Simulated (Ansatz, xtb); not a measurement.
B2H5Si−: where a starting geometry ends

The starting geometry of this gas-phase triplet was built from a drawn formula by distance geometry and a force field; its bonds are those of `B[BH2-][SiH]`.

```xyz
8

B    -1.9644    0.7123   -0.0893
B    -1.3017    1.9275    0.8337
Si   -2.3755    2.1525    2.4570
H    -2.2462    0.9962   -1.2278
H    -2.0818   -0.3555    0.2543
H    -1.1904    2.8836    0.2721
H    -0.1934    1.5606    1.2619
H    -3.7060    2.7059    2.0316
```

Problem. Predict what it relaxes into with r2SCAN-D4/def2-SVPD.

Solution. A new bond forms, giving a structure given below by its coordinates. Contacts that close: B1–Si3 (2.95 → 2.14 Å).

The energy falls by 1.19 eV over 14 steps:

```
step  E − E(last) (eV)
   1             1.186
   2             0.609
   4             0.203
   5             0.179
   7             0.025
   8             0.015
  10             0.003
  11             0.001
  13             0.000
  14             0.000
```

Final geometry (Å):

```xyz
8

B    -2.0623    0.7875    0.1305
B    -0.9525    1.9414    0.7424
Si   -2.7045    1.7222    1.9449
H    -3.0416    1.0171   -0.5695
H    -1.7331   -0.3852    0.2272
H    -0.9865    3.1528    0.5601
H     0.0785    1.4979    1.2252
H    -3.6573    2.8494    1.5325
```

From the same start GFN2-xTB reaches the same bonding as this run.

No frequencies were run, so the end isn't proven a minimum. Open shells are spin-unrestricted. The triplet needn't be the ground state. Run with Ansatz 0.2.0, 34 s on 2 threads of Intel(R) Xeon(R) 6975P-C (Granite Rapids) (shared host).
